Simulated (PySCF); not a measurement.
hydrazine (H₄N₂), SMILES NN.

Geometry optimised at B3LYP-D3(BJ)/def2-TZVP.

All values below come from TDDFT-M06-2X/def2-TZVPD (PySCF).

Vertical excitations.  State labels are in the subgroup C2.

```tsv
state	symmetry	energy (eV)	λ (nm)	f	main pairs
S1	A	6.30	197	0.017	HOMO→LUMO 93 %
S2	B	6.40	194	0.019	HOMO−1→LUMO 90 %
S3	B	7.31	170	0.036	HOMO→LUMO+1 88 %
S4	A	7.38	168	0.026	HOMO−1→LUMO+1 89 %
S5	A	8.02	155	0.001	HOMO→LUMO+2 80 %, HOMO−1→LUMO+3 14 %
S6	B	8.12	153	0.009	HOMO−1→LUMO+2 53 %, HOMO→LUMO+3 42 %
S7	A	8.53	145	0.007	HOMO−1→LUMO+3 82 %, HOMO→LUMO+2 14 %
S8	B	8.60	144	0.096	HOMO→LUMO+3 54 %, HOMO−1→LUMO+2 43 %
S9	B	9.62	129	0.004	HOMO→LUMO+4 80 %
S10	A	9.69	128	0.002	HOMO−1→LUMO+4 67 %, HOMO→LUMO+5 20 %
T1	A	6.17	201	0	HOMO→LUMO 89 %
T2	B	6.27	198	0	HOMO−1→LUMO 84 %
T3	B	7.08	175	0	HOMO→LUMO+1 79 %
T4	A	7.20	172	0	HOMO−1→LUMO+1 84 %
```
Triplets are in the Tamm–Dancoff approximation, which puts them higher than full response would, so one can lie above its singlet here.
